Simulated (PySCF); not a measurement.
## SiN⁺: from constants to spectrum

UHF-CCSD(T) constants of SiN⁺, ³Σ⁻ (triplet), unpaired electrons π ↑↑ (PySCF, no relativity, basis sets Si 6-311G(d,p), N 6-311G(d,p); masses 27.9769 and 14.0031 u):

- ωe: 766.6 cm⁻¹
- ωexe: 6.53 cm⁻¹
- Be: 0.56081 cm⁻¹
- αe: 0.00584 cm⁻¹
- D (centrifugal): 1.2e-06 cm⁻¹
- De to Si⁺ + N: 1.93 eV

Task: Give the vibrational terms G(v) and spacings up to v = 6.

Result: G(v) = ωe(v+½) − ωexe(v+½)².

```
v  G(v) (cm⁻¹)  G(v) − G(v−1)  Bv (cm⁻¹)
0        381.7                    0.5579
1       1135.2          753.5     0.5521
2       1875.7          740.5     0.5462
3       2603.1          727.4     0.5404
4       3317.5          714.4     0.5345
5       4018.8          701.3     0.5287
6       4707.0          688.2     0.5229
```

Task: How well does the Morse estimate ωe²/(4ωexe) reproduce De, and what is D0?

Result: It gives 2.79 eV, 145 % of the computed De. D0 = De − G(0) = 1.93 − 0.05 = 1.88 eV.

Correlated steps freeze 6 core orbitals. For an ion De counts to the pair picked by the measured ionisation energies or electron affinities, which need not be the lowest pair at this level. The state is the lowest determinant that a PBE0 search found; another state may lie lower at other levels.
